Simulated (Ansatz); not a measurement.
# BSiH₃ (triplet): wave-function methods side by side at distance B1–H4 along a hydrogen transfer = 1.419 Å, cc-pVDZ

Aim: climb from Hartree-Fock through coupled cluster and multireference methods for BSiH₃ (triplet) at one geometry and basis, and see what each rung misses.

Method: cc-pVDZ, core rule «outside noble gas», up to 6 orbitals frozen; program: Ansatz 0.2.0, Gaussian basis.

To be run: UHF; CCSD(T) on ROHF; CCSD(T) on UHF; BCCD(T) on ROHF; CISD; CCSDT(Q) on ROHF; CCSDT(Q) on UHF; CASSCF and MRCISD+Q, 4 electrons in 4 orbitals; CASSCF and NEVPT2, 4 electrons in 4 orbitals; CASSCF and NEVPT2, 10 electrons in 11 orbitals.

11 further runs of the same task are left out: 3 for a known fault of the program, 7 that didn't finish, 1 set aside as unsound or not needed.

## 1. The geometry

The geometry derives from fragments relaxed apart (PBE0/def2-TZVP) and kept rigid, so it is no stationary point. A hydrogen atom is moved between rigid fragments.

5 atoms, charge 0, spin multiplicity 3.

Atoms are counted from 1 here; the program's logs count them from 0.

Bond lengths: B1–H2 1.193 Å, B1–H3 1.193 Å, B1–H4 1.419 Å. Angles: H2–B1–H3 120.0°, H2–B1–H4 120.0°, H3–B1–H4 120.0°.

Geometry (Å):

```
B    -2.2987    0.0000    0.0000
H    -2.8955    1.0336    0.0000
H    -2.8955   -1.0336    0.0000
H    -0.8797    0.0000    0.0000
Si    1.1243    0.0000    0.0000
```

## 2. UHF

File in.yaml:

```yaml
crystal:
  periodic: [false, false, false]
  atoms:
    - {symbol: B, position_ang: [-2.298742, 0.000000, 0.000000]}
    - {symbol: H, position_ang: [-2.895475, 1.033571, 0.000000]}
    - {symbol: H, position_ang: [-2.895475, -1.033571, 0.000000]}
    - {symbol: H, position_ang: [-0.879742, 0.000000, 0.000000]}
    - {symbol: Si, position_ang: [1.124258, 0.000000, 0.000000]}
basis:
  gaussian: {orbitals: cc-pVDZ}
magnetization: {spin_polarized: true, initial_magnetization: 2}
hamiltonian: {xc: hf}
output: {orbitals: {seedname: orbitals}}
```

On the command line:

```console
$ ansatz run in.yaml --threads 1 --pin off --events-out ev --progress --plain --max-ram 2393MiB
```

The runs that follow: CCSD(T) on ROHF; CCSD(T) on UHF; BCCD(T) on ROHF; CISD; CCSDT(Q) on ROHF; CCSDT(Q) on UHF; CASSCF and MRCISD+Q, 4 electrons in 4 orbitals; CASSCF and NEVPT2, 4 electrons in 4 orbitals; CASSCF and NEVPT2, 10 electrons in 11 orbitals.

**Question.** What will the summary of the whole plan be? Wanted: UCCSDT(Q) below the RHF energy; RMP2 from UCCSDT(Q); UMP2 from UCCSDT(Q); RCCSD from UCCSDT(Q); RCCSD(T) from UCCSDT(Q); UCCSD(T) from UCCSDT(Q); RCCSDT(Q) from UCCSDT(Q); MRCISD+Q pair from UCCSDT(Q); NEVPT2 valence from UCCSDT(Q).

As calculated:

| quantity | value |
| --- | --- |
| UCCSDT(Q) below the RHF energy | -5.3373 eV |
| RMP2 from UCCSDT(Q) | +125.2 kJ/mol |
| UMP2 from UCCSDT(Q) | +125.4 kJ/mol |
| RCCSD from UCCSDT(Q) | +13.6 kJ/mol |
| RCCSD(T) from UCCSDT(Q) | +3.2 kJ/mol |
| UCCSD(T) from UCCSDT(Q) | +3.2 kJ/mol |
| RCCSDT(Q) from UCCSDT(Q) | 0.0 kJ/mol |
| MRCISD+Q pair from UCCSDT(Q) | -1.3 kJ/mol |
| NEVPT2 valence from UCCSDT(Q) | +97.4 kJ/mol |
| levels within 1 kcal/mol (43 meV) | RCCSD(T), UCCSD(T), BCCD(T), RCCSDT, UCCSDT, RCCSDT(Q), MRCISD+Q pair |
| T1 diagnostic | 0.020 |
| effectively unpaired electrons | 2.03 |

What this shows: RCCSD(T) misses by +3.2 kJ/mol, 0.6 % of the correlation energy. One determinant dominates. Of the multireference levels listed MRCISD+Q pair comes nearest in total energy (-1.3 kJ/mol), which doesn't show that its space is the better one. These misses are within one basis, not against nature; the frozen cores of restricted and unrestricted runs differ, which can shift their rows.
